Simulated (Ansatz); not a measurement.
System: LiF, charge 1, doublet. LiF+ (parent SMILES [Li][F], doublet).
B3LYP-D3(BJ)/def2-TZVP minimum from Ansatz (a first-principles code):
```
Li
F 1 2.0392
```
Charge +1, spin multiplicity 2.

Total energies in def2-QZVPP, 7 correlated electrons, 2 frozen orbitals. Radicals and triplets start from unrestricted determinants; spin-orbit coupling is neglected. Cores are frozen in correlated methods. No relativity.

```csv
method,program,energy (Eh),minus CCSDT(Q) (mEh)
HF,Ansatz,-106.66184,236.02
MP2,Ansatz,-106.88236,15.50
CCSD,Ansatz,-106.89283,5.03
CCSD(T),Ansatz,-106.89755,0.31
CCSDT(Q),Ansatz,-106.89786,0.00
```

Rough core times of Ansatz's runs on a shared machine: CCSD(T) 40 s, CCSDT(Q) 4 min.
